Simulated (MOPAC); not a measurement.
MOPAC input (AM1):

```
AM1 FORCE THERMO(298,298) PRECISE LET GEO-OK AUX(PRECISION=9) THREADS=1
C4H8

C     0.00643939 1    0.00136997 1    1.45250897 1
C     0.00053443 1    0.00010892 1    0.11645786 1
H     0.00490570 1    0.92821956 1    2.03984922 1
H     0.01322286 1   -0.92437283 1    2.04154484 1
C    -0.00864618 1    1.25161081 1   -0.68023702 1
H    -0.00978396 1    2.15623912 1   -0.02455214 1
H     0.89409535 1    1.29380642 1   -1.33955616 1
H    -0.91754502 1    1.28567674 1   -1.33150091 1
C     0.00261286 1   -1.25289199 1   -0.67792979 1
H     0.00958253 1   -2.15627977 1   -0.02055850 1
H    -0.90595922 1   -1.29632039 1   -1.32911659 1
H     0.90568926 1   -1.28819199 1   -1.33716158 1
```

### Question
Which zero-point energy does it print?

### Answer
68.00 kcal/mol, from the harmonic wavenumbers of AM1.
